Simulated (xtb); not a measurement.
xtb input:

```bash
xtb mol.xyz --gfn 1 --sp --chrg -1 --uhf 0
```
mol.xyz:
```
13

C      0.00150420     0.06782275     0.35234476
H      0.00420647    -0.06617570     1.47074893
C      0.00836434     1.49076899    -0.15367575
H     -0.87400686     2.03508487     0.22502747
H      0.89948318     2.02456257     0.21948169
C      1.24463462    -0.68990047    -0.13394913
H      1.26512854    -0.68733128    -1.22899581
H      2.15557123    -0.18983784     0.21049222
H      1.26778541    -1.72832745     0.23041004
C     -1.25354649    -0.67507850    -0.12613720
H     -1.28085629    -0.67222569    -1.22103440
H     -1.28673820    -1.71317120     0.23839815
H     -2.15631350    -0.16425497     0.22397568
```

### Question
Predict the final energy.

### Answer
-13.44181 Eh (GFN1-xTB).

It need not be the lowest isomer of its formula. Whether it binds its extra electron was not tested at this geometry.
